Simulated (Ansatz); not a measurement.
## Molecular dynamics of AlCl2H

input.yaml

```yaml
crystal:
  periodic: [false, false, false]
  atoms:
    - { symbol: Al, position_ang: [-0.374467, 0.0, 0.550013] }
    - { symbol: H, position_ang: [1.082098, 0.0, 1.435486] }
    - { symbol: Cl, position_ang: [2.090945, 0.0, 0.104021] }
    - { symbol: Cl, position_ang: [-1.431776, 0.0, -1.300321] }
basis:
  gaussian: { orbitals: cc-pVDZ }
hamiltonian:
  xc: pbe0
  dispersion: d4
md:
  timestep: 0.5
  n_steps: 200
  ensemble: nve
  temperature: 100.0
  initial_velocities: maxwell_boltzmann
  seed: 9742
```

Run as:

```bash
$ ansatz run input.yaml --threads 1 --pin off --max-ram 2048MiB --backend cpu --events-out ev --progress --plain --runs-dir out
```

It starts at the highest image of a converged band. Of that band: Neighbouring images differ by up to 1.3 eV, so the band resolves the path poorly. A vibrational analysis at the climbing image gives one clearly imaginary mode, 1030i cm⁻¹: a first-order saddle point.

Output, in part (step lines, the closing report, with atoms numbered from 0):

```
md step     0: t =     0.00 fs  T =   100.0 K  F+E_penalty+E_count = -31648.19901770 eV  E_kin = 0.025852 eV  conserved = -31648.17316570 eV  (26 SCF iters)
md step     1: t =     0.50 fs  T =   100.1 K  F+E_penalty+E_count = -31648.19904079 eV  E_kin = 0.025876 eV  conserved = -31648.17316526 eV  (23 SCF iters)
md step     2: t =     1.00 fs  T =   100.4 K  F+E_penalty+E_count = -31648.19911545 eV  E_kin = 0.025951 eV  conserved = -31648.17316439 eV  (22 SCF iters)
md step     3: t =     1.50 fs  T =   100.9 K  F+E_penalty+E_count = -31648.19925475 eV  E_kin = 0.026092 eV  conserved = -31648.17316311 eV  (23 SCF iters)
md step     4: t =     2.00 fs  T =   101.8 K  F+E_penalty+E_count = -31648.19947850 eV  E_kin = 0.026317 eV  conserved = -31648.17316142 eV  (23 SCF iters)
md step     5: t =     2.50 fs  T =   103.1 K  F+E_penalty+E_count = -31648.19981326 eV  E_kin = 0.026654 eV  conserved = -31648.17315931 eV  (23 SCF iters)
md step     6: t =     3.00 fs  T =   105.0 K  F+E_penalty+E_count = -31648.20029240 eV  E_kin = 0.027136 eV  conserved = -31648.17315678 eV  (24 SCF iters)
md step     7: t =     3.50 fs  T =   107.5 K  F+E_penalty+E_count = -31648.20095620 eV  E_kin = 0.027802 eV  conserved = -31648.17315379 eV  (24 SCF iters)
[... lines left out ...]
Total energy: -31649.24054235 eV, -1163.0881373056 hartree
Atom 0 at    -0.232847    -0.009226     0.690473 Å, force    -0.788945     0.116769    -2.864494 eV/Å
Atom 1 at    -1.869170     0.033437     1.273986 Å, force     1.898458    -0.047130     0.799453 eV/Å
Atom 2 at     1.982222     0.013570    -0.001538 Å, force    -2.008810    -0.035429     1.297413 eV/Å
Atom 3 at    -1.346925    -0.007499    -1.297076 Å, force     0.899298    -0.034209     0.767629 eV/Å
Dipole moment:     0.013779    -0.015749     0.810676 e Å
```

The steps, from the saved trajectory:

| time (fs) | T (K) | potential energy less start (eV) | conserved less start (meV/atom) |
| --- | --- | --- | --- |
| 0 | 100 | 0.000 | 0.00 |
| 3 | 105 | -0.001 | 0.00 |
| 6 | 139 | -0.010 | 0.01 |
| 9 | 266 | -0.043 | 0.03 |
| 12 | 656 | -0.144 | 0.07 |
| 15 | 1708 | -0.415 | 0.12 |
| 18 | 3790 | -0.954 | -0.03 |
| 21 | 6068 | -1.544 | -0.28 |
| 24 | 7205 | -1.838 | -0.29 |
| 27 | 7363 | -1.878 | -0.21 |
| 30 | 7217 | -1.841 | -0.19 |
| 33 | 6892 | -1.757 | -0.26 |
| 36 | 5884 | -1.497 | -0.34 |
| 39 | 3618 | -0.910 | -0.23 |
| 42 | 1331 | -0.317 | 0.28 |
| 45 | 2206 | -0.545 | -0.11 |
| 48 | 4137 | -1.045 | -0.26 |
| 51 | 5709 | -1.451 | -0.23 |
| 54 | 7180 | -1.831 | -0.26 |
| 57 | 8302 | -2.122 | -0.33 |
| 60 | 8445 | -2.159 | -0.38 |
| 63 | 7126 | -1.818 | -0.32 |
| 66 | 4629 | -1.171 | -0.08 |
| 69 | 2337 | -0.578 | 0.10 |
| 72 | 1358 | -0.325 | 0.10 |
| 75 | 1619 | -0.393 | -0.01 |
| 78 | 2381 | -0.590 | 0.00 |
| 81 | 3664 | -0.922 | -0.03 |
| 84 | 5305 | -1.346 | -0.16 |
| 87 | 6497 | -1.655 | -0.24 |
| 90 | 6705 | -1.708 | -0.24 |
| 93 | 6081 | -1.547 | -0.18 |
| 96 | 5166 | -1.310 | -0.12 |
| 99 | 4359 | -1.101 | -0.11 |

The run went to its last step. The conserved energy stayed within 0.38 meV per atom of its start (net change -0.12 meV per atom), so the integration is sound. The kinetic energy rose, since the run started high on the potential surface and went downhill. A run of 0.1 ps of so small a system gives no equilibrium averages. The orbitals stay closed-shell, which can raise the energy where a bond breaks towards radicals; this wasn't checked here.

Between its relaxed ends the band would form H2–Cl3 and break Al1–H2, Al1–Cl3. These pairs go: H2–Cl3 1.67 → 4.06 Å, Al1–H2 1.70 → 1.74 Å, Al1–Cl3 2.51 → 2.32 Å. In the last frame they stand as before the step (other bonds may differ from the relaxed reactants and products). It ends as one piece, AlCl2H. Pairs count as bonded within 1.25 times the sum of covalent radii (0.12 Å more for H–H).

Last frame:

```xyz
4
Properties=species:S:1:pos:R:3
Al -0.233 -0.009 0.691
H -1.869 0.033 1.274
Cl 1.982 0.014 -0.002
Cl -1.347 -0.007 -1.297
```

Time of the run: 5.7 min on 1 thread of AMD EPYC 7R43 64-Core Processor (Zen 3) (shared host), peak memory 0.13 GiB.
